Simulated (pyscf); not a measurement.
Thermochemistry of product channels of H₃C–CH₂–Br + Cl atom (Cl•) on the doublet surface, in eV, from CCSD(T)/def2-TZVPP + ΔMP2(QZVPP) energies (ideal gas, 1 atm, RRHO with modes under 100 cm⁻¹ raised to 100, one conformer, R ln 2 for chiral ones without a mode under 150 cm⁻¹). Optimised with ωB97X-D3(BJ)/def2-SVP in PySCF. MP2 and CC: frozen core, UHF for open shells. ΔMP2 is the change of the MP2 total energy from the triple- to the quadruple-zeta basis.

| products | ΔE | ΔH(298 K) | ΔG(600 K) | ΔG(1200 K) |
|---|---|---|---|---|
| •H₂C–CH₂–Br + hydrogen chloride (HCl) | ? | -0.14 | -0.37 | -0.63 |
| chloroethane (H₃C–CH₂–Cl) + Br atom (Br•) | ? | -0.42 | -0.41 | -0.39 |

Problem. Complete the blanks.

Solution. 
- •H₂C–CH₂–Br + hydrogen chloride (HCl), ΔE: +0.04
- chloroethane (H₃C–CH₂–Cl) + Br atom (Br•), ΔE: -0.43

These are energies of the channels, which say nothing of barriers. The CCSD(T) − MP2 part came from Ansatz, without density fitting, on the same reference. The frozen core leaves the outer d or s,p core shells of the metals and heavy elements correlated in the MP2 and CC values, and def2-TZVPP describes them poorly, which can shift differences by a few kcal/mol. Left out: orbital degeneracy and the spin-orbit lowering of Br, Cl, which is large for Br, Se, Te and I. Elements up to Kr have no core potential and no relativistic terms here.
